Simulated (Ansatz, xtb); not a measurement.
## C3H5Cl3: which of two isomers lies lower

Structure I: `ClCC(Cl)CCl`, a singlet. Structure II: `CC(Cl)(Cl)CCl`, a singlet. Both are isolated molecules in the gas phase, relaxed with BLYP-D3(BJ)/def2-SVP, each in the lowest conformer that the search found.

Q: Estimate E(II) − E(I) at the level CCSD(T)/def2-SVP + ΔMP2/def2-TZVPP.

A: Too close to call at this level: CCSD(T)/def2-SVP + ΔMP2/def2-TZVPP gives E(II) − E(I) = +0.49 kcal/mol.

How the difference moves with the method:

```csv
level,geometry,E(II) − E(I) (kcal/mol),departure from the last row (kcal/mol),"job, with rough time for the two"
GFN2-xTB,GFN2-xTB,−4.08,−4.56,"optimisation, 0.45 s"
HF/STO-3G,GFN2-xTB,+2.60,+2.12,"single point, 1.5 s"
r2SCAN-D4/def2-SVP,GFN2-xTB,−0.66,−1.15,"single point, 8.7 s"
BLYP-D3(BJ)/def2-SVP,BLYP-D3(BJ)/def2-SVP,−0.23,−0.72,"optimisation, 42 s"
HF/def2-SVP,BLYP-D3(BJ)/def2-SVP,+3.33,+2.85,part of the CCSD(T) run
MP2/def2-SVP,BLYP-D3(BJ)/def2-SVP,−1.42,−1.91,part of the CCSD(T) run
CCSD(T)/def2-SVP,BLYP-D3(BJ)/def2-SVP,−0.57,−1.05,single point
CCSD(T)/def2-SVP + ΔMP2/def2-TZVPP,BLYP-D3(BJ)/def2-SVP,+0.49,,"single point, 1.7 min"
```

As drawn, both hold the same kinds of bond in the same numbers. Structure I has 0 methyl groups, II 1.

The largest departure from CCSD(T)/def2-SVP + ΔMP2/def2-TZVPP is that of GFN2-xTB, 4.56 kcal/mol. The last row adds to CCSD(T) the change of the MP2 difference between the two basis sets, here +1.05 kcal/mol.

With harmonic frequencies from BLYP-D3(BJ)/def2-SVP (ideal gas, rigid rotor, one conformer each, 298.15 K, 1 atm): the zero-point term adds −0.83 kcal/mol; ΔH is −0.22 and ΔG +0.06 kcal/mol.

The correlated steps freeze 18 core orbitals. Programs: Ansatz 0.2.0, xtb 6.7.1; the last row on 2 threads of Intel(R) Xeon(R) Processor @ 2.50GHz (Skylake/Cascade Lake) on a shared host.
